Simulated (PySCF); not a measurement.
cyclopentadienethione: 4 charge schemes on one density

Compound: cyclopentadienethione, C₅H₄S.
Z-matrix (Å and degrees, PBE0-D3(BJ)/def2-SVP geometry), rows numbered from 1:
```
S 
C   1  1.6254
C   2  1.4778  1  126.65
C   3  1.3488  2  107.52  1   179.87
C   4  1.4857  3  109.15  2     0.01
C   5  1.3489  4  109.15  3     0.00
H   3  1.0884  2  123.60  1    -0.10
H   4  1.0911  3  126.60  2  -179.98
H   5  1.0911  4  124.24  3  -179.99
H   6  1.0884  2  123.60  1     0.10
```

Density: PBE0/pcSseg-1 (PySCF); schemes: Mulliken, IAO, Hirshfeld and ESP-fitted. Geometry: PBE0-D3(BJ)/def2-SVP; no solvent, vibrations or thermal averaging.

Problem. Tabulate the Mulliken, IAO, Hirshfeld and ESP-fitted charges.

Solution. In e:

```tsv
atom	environment	Mulliken	IAO	Hirshfeld	ESP-fitted
S1	thiocarbonyl sulfur	+0.033	+0.015	-0.062	-0.147
C2	thiocarbonyl carbon	-0.263	-0.052	+0.027	+0.211
C3	alkene CH carbon	-0.012	-0.183	-0.069	-0.223
C4	alkene CH carbon	-0.078	-0.129	-0.030	-0.085
C5	alkene CH carbon	-0.078	-0.129	-0.030	-0.103
C6	alkene CH carbon	-0.012	-0.183	-0.069	-0.214
H7	vinylic hydrogen	+0.096	+0.169	+0.056	+0.132
H8	vinylic hydrogen	+0.109	+0.162	+0.061	+0.147
H9	vinylic hydrogen	+0.109	+0.162	+0.061	+0.152
H10	vinylic hydrogen	+0.096	+0.169	+0.056	+0.130
```

Mean size of the charges over all atoms: ESP-fitted 0.154 e, IAO 0.135 e, Mulliken 0.089 e, Hirshfeld 0.052 e. Each set sums to the total charge, 0, to within 0.001 e. The IAO scheme projects the occupied orbitals on a minimal set of polarised atomic orbitals and counts the electrons in each atom's part of it. The Mulliken scheme counts on each atom the diagonal of the density matrix times the overlap matrix over that atom's basis functions.

Lowest charge. The schemes don't all agree: Mulliken C2 (-0.263); IAO C3 and C6 (-0.183); Hirshfeld C3 and C6 (-0.069); ESP-fitted C3 (-0.223).

Highest charge. The schemes don't all agree: Mulliken H8 and H9 (+0.109); IAO H7 and H10 (+0.169); Hirshfeld H8 and H9 (+0.061); ESP-fitted C2 (+0.211).

Problem. How many electrons does the ESP-fitted scheme count on S1?

Solution. Z − q = 16 − (-0.147) ≈ 16.148.

Problem. Sum the charges by element, for elements with more than one atom.

Solution. 
```json
{"element": "C", "atoms": "5", "Mulliken": "-0.443", "IAO": "-0.676", "Hirshfeld": "-0.172", "ESP-fitted": "-0.414"}
{"element": "H", "atoms": "4", "Mulliken": "+0.410", "IAO": "+0.661", "Hirshfeld": "+0.234", "ESP-fitted": "+0.561"}
```
